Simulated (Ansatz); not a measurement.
```yaml
crystal:
  periodic: [false, false, false]
  atoms:
    - {symbol: Si, position_ang: [-0.020830, -0.014180, 0.620636]}
    - {symbol: H, position_ang: [1.309988, -0.046665, -0.164297]}
    - {symbol: H, position_ang: [-0.600928, 1.159171, -0.200931]}
    - {symbol: H, position_ang: [-0.688229, -1.098326, -0.255408]}
basis:
  gaussian: {orbitals: def2-mTZVPP}
total_charge: -1
hamiltonian: {xc: {name: B97M-V}}
scf: {omitted_lower_state_checks: [starts]}
output: {forces: true}
```

```sh
$ ansatz run in.yaml --threads 4 --pin off --events-out ev --progress --plain --max-ram 3916MiB
```

Shortened log:

```
Functional definition: B97M-V
418 factors; their error is unknown
mean field evaluation 1: about -7924.0085 eV, gradient 4.5e0 eV
mean field evaluation 2: about -7924.0662 eV, gradient 1.5e0 eV
mean field evaluation 4: about -7924.0741 eV, gradient 1.1e-1 eV
mean field evaluation 8: about -7924.0668 eV, gradient 8.4e-3 eV
mean field -7924.06684984 eV, -291.2040856061 hartree, gradient 4.6e-6 eV, S^2 0.000000; 0 other end points of the search recorded, 0 dependent functions left out
reference -7924.06689605 eV, -291.2040873045 hartree; 9, 9 occupied and 33, 33 virtual orbitals, 418 factors
Total energy: -7924.06689605 eV, -291.2040873045 hartree
Atom 0 at    -0.020830    -0.014180     0.620636 Å, force    -0.003937    -0.002552     0.113795 eV/Å
Atom 1 at     1.309988    -0.046665    -0.164297 Å, force     0.018208     0.000131    -0.037431 eV/Å
Atom 2 at    -0.600928     1.159171    -0.200931 Å, force    -0.006612     0.015981    -0.037811 eV/Å
Atom 3 at    -0.688229    -1.098326    -0.255408 Å, force    -0.007659    -0.013560    -0.038553 eV/Å
Dipole moment:     0.003096     0.002103    -0.092228 e Å
Checks for a lower state left out: starts
```

Hardware: 4 threads of Arm Neoverse V1 on a shared host. Wall time 0.7 s.

The highest occupied level of an anion often lies above zero with these methods, and sets without diffuse functions describe the outer electron poorly.

The dipole of an ion depends on the origin.
